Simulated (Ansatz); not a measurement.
**B2− (doublet): from Hartree-Fock to the top rungs, aug-cc-pVTZ**

An exercise on one series of results from a longer session: the logs are not shown, and one member is left open.

Computed with Ansatz 0.2.0, Gaussian basis. Level: aug-cc-pVTZ, core rule «outside noble gas», up to 2 orbitals frozen.

To be run: UHF; CCSD(T) on ROHF; CCSD(T) on UHF; BCCD(T) on ROHF; CCSDT(Q) on ROHF; CCSDT(Q) on UHF; CASSCF and MRCISD+Q, 7 electrons in 8 orbitals; CASSCF and NEVPT2, 7 electrons in 8 orbitals.

6 further runs of the same task are left out: 1 for a known fault of the program, 5 set aside as unsound or not needed.

## The geometry

The geometry is a PBE0/def2-TZVPD stationary point (not a proven minimum).

2 atoms, charge -1, spin multiplicity 2.

Atoms are counted from 1 here; the program's logs count them from 0.

Bond lengths: B1–B2 1.622 Å.

The first run:

The input, in.yaml:

```yaml
crystal:
  periodic: [false, false, false]
  atoms:
    - {symbol: B, position_ang: [0.000000, 0.000000, 0.000000]}
    - {symbol: B, position_ang: [0.000000, 0.000000, 1.622200]}
basis:
  gaussian: {orbitals: aug-cc-pVTZ}
total_charge: -1
magnetization: {spin_polarized: true, initial_magnetization: 1}
hamiltonian: {xc: hf}
output: {orbitals: {seedname: orbitals}}
```

On the command line:

```
$ ansatz run in.yaml --threads 1 --pin off --events-out ev --progress --plain --max-ram 4096MiB --backend cpu
```

Among the steps run: UHF; CCSD(T) on ROHF; CCSD(T) on UHF; BCCD(T) on ROHF; CCSDT(Q) on ROHF; CCSDT(Q) on UHF; CASSCF and MRCISD+Q, 7 electrons in 8 orbitals; CASSCF and NEVPT2, 7 electrons in 8 orbitals.

One table of the session follows, with a row left open; its other results are not shown here.

```
          method  from RCCSDT(Q) (meV)
             UHF               +4751.0
            RMP2               +1099.1
            UMP2               +1326.2
           RCCSD                     ?
           UCCSD                +321.5
        RCCSD(T)                 +91.7
        UCCSD(T)                 -21.3
         BCCD(T)                 +96.1
          RCCSDT                 +80.7
          UCCSDT                -244.2
       RCCSDT(Q)                     0
       UCCSDT(Q)                -383.2
  CASSCF valence               +3238.6
  NEVPT2 valence                +758.0
  MRCISD valence                +257.1
MRCISD+Q valence                 +44.5
```

**Question.** Estimate the row for RCCSD.

The run gave: from RCCSDT(Q) (meV): +725.6. In the column «from RCCSDT(Q) (meV)» it lies between UCCSD (+321.5) and NEVPT2 valence (+758.0).

Among the levels timed on like hardware and quicker than the yardstick, those that no quicker one beats, quickest first: NEVPT2 valence (14 s, +758.0 meV); MRCISD+Q valence (21 s, +44.5 meV).

Left out of the table: ROHF (another determinant or state than the rows shown).

To keep in mind: The determinant is far from a pure spin state, so its energy mixes those of several spin states (harmless only where they are near-degenerate, as at dissociation). The program flags UCCSD(T), BCCD(T), UCCSDT(Q) as in doubt, so those rows may rest on another solution; read them beside their warnings. Warnings: spin contamination; coupled cluster took another determinant than the lowest. Restricted and unrestricted rows rest on different reference determinants; where their highest levels disagree by more than a few hundredths of an eV, they describe different states and don't form one ladder. Warnings in the runs' records: large difference.
